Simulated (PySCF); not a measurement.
Coordinates in bohr (charge 0 multiplicity 1):
```
P     0.0000    0.0000    0.0798
O     0.0000    0.0000   -2.6787
N     0.0000    0.0000    2.8832
```

Computed with PBE0/[P def2-TZVP, O def2-TZVP, N def2-TZVP], no relativity, density fitting, PySCF.

This geometry of PON is a stationary point at this level.

Question: What is the point group?

Answer: C∞v.

Question: Is it a minimum?

Answer: Yes: all harmonic wavenumbers are real.

Question: What are the dipole moment and the gap between the highest occupied and lowest empty levels?

Answer: 0.89 D and 5.69 eV.

Question: Give the ideal-gas entropy at 298.15 K and 1 bar by parts.

Answer: translation 160.1, rotation 63.9, vibration 14.0, spin 0.0; total 238.0 J/(mol K).

Other isomers or separated fragments may lie lower.
